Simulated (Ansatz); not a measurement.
A run of Ansatz (development build ahead of 0.2.0) on singlet CH₃O(-) at this shape:

```json
{"atom": "C", "x (Å)": "0.0000", "y (Å)": "0.0000", "z (Å)": "-0.4674"}
{"atom": "O", "x (Å)": "0.0000", "y (Å)": "0.0000", "z (Å)": "0.7189"}
{"atom": "H", "x (Å)": "0.0000", "y (Å)": "-0.9481", "z (Å)": "-0.9823"}
{"atom": "H", "x (Å)": "-0.8211", "y (Å)": "0.4741", "z (Å)": "-0.9823"}
{"atom": "H", "x (Å)": "0.8211", "y (Å)": "0.4741", "z (Å)": "-0.9823"}
```

Its results:

```
Converged                       : yes
Total energy                    : -114.36505 hartree
Spin squared of the determinant : 0.000
```

Problem. Which input gives this output? Name the method, the orbitals and the basis set, and write the input.

Solution. RHF in cc-pVDZ. An unrestricted run that stays on the closed shell gives the same numbers.

```yaml
crystal:
  periodic: [false, false, false]
  atoms:
    - { symbol: C, position_ang: [0.0, 0.0, -0.46736] }
    - { symbol: O, position_ang: [0.0, 0.0, 0.71887] }
    - { symbol: H, position_ang: [0.0, -0.94809, -0.98229] }
    - { symbol: H, position_ang: [-0.82107, 0.47405, -0.98229] }
    - { symbol: H, position_ang: [0.82107, 0.47405, -0.98229] }
basis:
  gaussian: { orbitals: cc-pVDZ }
total_charge: -1
hamiltonian:
  xc: hf
```

Caution: no unrestricted run beside it, a lower state can exist; no diffuse functions for an anion.
